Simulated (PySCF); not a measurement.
Basis set benchmark on one molecule

Molecule: `C(=C(F)F)(F)F`, C$_{2}$F$_{4}$.

Geometry:
| atom | x (Å) | y (Å) | z (Å) |
| --- | --- | --- | --- |
| F1 | -1.574 | -0.037 | 0.757 |
| C2 | -0.638 | -0.027 | -0.156 |
| F3 | -1.098 | -0.039 | -1.381 |
| C4 | 0.659 | -0.005 | 0.133 |
| F5 | 1.595 | 0.005 | -0.781 |
| F6 | 1.119 | 0.007 | 1.358 |

Geometry PBE0-D3(BJ)/def2-SVP throughout; GIAO in PySCF 2.14.0 with density-fitted response routines, gas phase, one conformer, non-relativistic; equivalent atoms averaged; functional PBE0.

Reference values (CCSD(T)/13s9p4d3f; gas (isolated, no vibration); M. E. Harding, PhD thesis, Mainz 2008 (Harding, Lenhart, Auer, Gauss, JCP 2008, 128, 244111)): σ(F1/F3/F5/F6) = 338.8 ppm.

Question: How do the basis sets STO-3G, 6-31G, pcSseg-0, 6-31G*, def2-SVP, cc-pVDZ, pcSseg-1, aug-cc-pVDZ, 6-311+G(2d,p), cc-pVTZ, def2-TZVP, IGLO-III, pcSseg-2 perform against the reference? Times are CPU seconds on shared hosts with different chips, so compare them loosely.

Answer: 
```
    basis set  functions  F1/F3/F5/F6  abs. error F  core-s
       STO-3G         30        375.9          37.1     2.2
        6-31G         54        317.3          21.5     4.2
     pcSseg-0         54        317.7          21.1     2.8
       6-31G*         84        331.7           7.1     6.1
     def2-SVP         84        333.6           5.2     5.7
      cc-pVDZ         84        330.8           8.0     4.7
     pcSseg-1        102        315.6          23.2     4.2
  aug-cc-pVDZ        138        325.0          13.8     8.5
6-311+G(2d,p)        162        312.0          26.8      14
      cc-pVTZ        180        316.1          22.7      14
    def2-TZVP        186        314.4          24.4      18
     IGLO-III        210        311.0          27.8      17
     pcSseg-2        216        312.9          25.9      11
```

For $^{19}$F the closest is def2-SVP (5.2 ppm) and the furthest STO-3G (37.1 ppm). Where a smaller basis beats a larger one, errors probably cancel; the largest sets show where the functional converges. One molecule is a small sample, and the reference may use another geometry.

A small basis that lands close on one nucleus may do so by chance; judge by the trend and by all nuclei.
